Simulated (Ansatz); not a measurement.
Rock-salt TiC

Calculation: PBEsol (PAW; Ansatz, a quantum-chemistry and plane-wave program).

Run with plane-wave cutoff 500 eV, 16×16×16 k mesh, Fermi–Dirac smearing 0.05 eV, no spin polarisation, scalar-relativistic PAW data made under PBE.

Cell (relaxed at this level):

```xyz
2
Lattice="0.0000 2.1466 2.1466 2.1466 0.0000 2.1466 2.1466 2.1466 0.0000" Properties=species:S:1:pos:R:3 pbc="T T T"
Ti     0.0000     0.0000     0.0000
C      2.1466     2.1466     2.1466
```

volume per atom: 9.89 Å³/atom
equilibrium lattice constant a: 4.293 Å

Measured, for comparison: equilibrium volume per atom 10.15 Å³/atom, lattice constant a 4.33 Å (temperature not stated, no zero-point or thermal correction; as tabulated in Zhang et al. (2018), doi:10.1088/1367-2630/aac7f0). Computed (rounded) less measured: equilibrium volume per atom -2.6 %, lattice constant a -0.9 %. A static lattice is as a rule a little smaller and stiffer than an uncorrected measurement, which narrows the difference in the lattice constant a and would widen misses of the other sign.

Cost on a shared machine: roughly 14 core-seconds.
